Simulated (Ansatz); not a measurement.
Basis-set extrapolation for C2H2ClF (`F/C=C/Cl`) (PBE0-D4/def2-TZVP geometry, frozen core, Ansatz). Multiplicity 1, RHF reference.

```tsv
	def2-TZVPP	def2-QZVPP
HF	-635.885303	-635.905835
MP2 correlation	-0.752913	-0.817292
CCSD(T) correlation	-0.813936	not run
```

Energies in hartree. Use E(X) = E(∞) + A·exp(−7.88·√X) for Hartree–Fock and E(X) = E(∞) + B·X^(−2.97) for correlation, with X = 3 and 4, and add CCSD(T) minus MP2 of the smaller set to the MP2 limit.

Problem. What is the CCSD(T) energy at the basis-set limit?

Solution. HF limit: -635.905835 + (-0.020532) × 0.13774 = -635.90866. MP2 limit: -0.817292 + (-0.064379) × 0.74074 = -0.86498. Higher-order term: -0.813936 − (-0.752913) = -0.06102. Total: -636.83466 hartree, 355.5 kJ/mol below CCSD(T)/def2-TZVPP.
